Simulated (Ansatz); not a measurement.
**CHSi2+ (triplet): wave-function methods side by side, cc-pVTZ**

The task here is to estimate one member of a computed series from the others.

Program: Ansatz 0.2.0, Gaussian basis. Level of theory: cc-pVTZ, core rule «outside noble gas», up to 11 orbitals frozen. These are calculated values, not measurements.

To be run: UHF; CCSD(T) on ROHF; CCSD(T) on UHF; BCCD(T) on ROHF; CCSDT(Q) on ROHF; CCSDT(Q) on UHF.

5 further runs of the same task are left out: 5 set aside as unsound or not needed.

## The geometry

The geometry is a PBE0/def2-TZVP stationary point (not a proven minimum) of the parent state, kept for this charge and spin.

4 atoms, charge 1, spin multiplicity 3.

Atoms are counted from 1 here; the program's logs count them from 0.

Bond lengths: C1–Si2 1.725 Å, C1–Si3 1.746 Å, Si2–Si3 2.432 Å, Si2–H4 1.504 Å. Angles: Si2–C1–Si3 89.0°, C1–Si2–Si3 45.9°, C1–Si2–H4 124.2°, Si3–Si2–H4 170.0°, C1–Si3–Si2 45.2°.

The first run:

in.yaml

```yaml
crystal:
  periodic: [false, false, false]
  atoms:
    - {symbol: C, position_ang: [0.000000, -1.019685, -0.022090]}
    - {symbol: Si, position_ang: [0.000000, 0.224506, 1.173019]}
    - {symbol: Si, position_ang: [0.000000, 0.212592, -1.258864]}
    - {symbol: H, position_ang: [0.000000, -0.028750, 2.655246]}
basis:
  gaussian: {orbitals: cc-pVTZ}
total_charge: 1
magnetization: {spin_polarized: true, initial_magnetization: 2}
hamiltonian: {xc: hf}
output: {orbitals: {seedname: orbitals}}
```

On the command line:

```bash
$ ansatz run in.yaml --threads 1 --pin off --events-out ev --progress --plain --max-ram 4096MiB --backend cpu
```

Steps of the session up to this table: UHF; CCSD(T) on ROHF; CCSD(T) on UHF; BCCD(T) on ROHF; CCSDT(Q) on ROHF; CCSDT(Q) on UHF.

One of the session's tables, all rows but one given; the rest of the session is left out.

```
   method  from RCCSDT(Q) (kJ/mol)
     ROHF                   +976.7
      UHF                   +923.1
     RMP2                   +154.9
     UMP2                        ?
    RCCSD                    +70.8
    UCCSD                    +69.4
 RCCSD(T)                     +9.9
 UCCSD(T)                    +11.4
  BCCD(T)                     +9.5
   RCCSDT                     +6.1
   UCCSDT                     +5.7
RCCSDT(Q)                        0
UCCSDT(Q)                     -0.5
```

Estimate the missing values for UMP2.

As computed: from RCCSDT(Q) (kJ/mol): +165.9. In the column «from RCCSDT(Q) (kJ/mol)» it lies between RMP2 (+154.9) and UHF (+923.1).

Limits of these values: Warnings: spin contamination; large T1 diagnostic. Restricted and unrestricted rows rest on different reference determinants; where their highest levels disagree by more than a few hundredths of an eV, they describe different states and don't form one ladder.
